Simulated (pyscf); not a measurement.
H₃C–CH(CH₃)–CH₃ + H atom (H•) -> methyl (CH₃•) + propane (H₃C–CH₂–CH₃), a substitution at C (doublet surface; C–C broken, C–H formed). Structures and frequencies: ωB97X-D3(BJ)/def2-SVP in PySCF. Energies in kJ/mol from the separated reactants.

Small-basis levels: PySCF, no dispersion term, spherical d functions. Open shells are spin-unrestricted. 

**Question.** In single points B3LYP/6-31G* puts the saddle at 186.8 kJ/mol and the reaction energy at -60.9 kJ/mol. Should these be trusted to within a few kcal/mol? Compare with ωB97M-D3(BJ)/def2-TZVP.

**Answer.** ωB97M-D3(BJ)/def2-TZVP gives ΔE‡ = 195.5 kJ/mol and ΔE = -46.2 kJ/mol. B3LYP/6-31G* lies 8.7 kJ/mol under it in the barrier and 14.8 kJ/mol under it in the reaction energy, so on this step it does not hold to within 12.6 kJ/mol. ωB97M-D3(BJ)/def2-TZVP has limits of its own. Abstraction by the radical was not located in this set and often lies lower. This is the saddle that the search found; another between the same sides may lie lower. The angle at the attacked C is 162°.
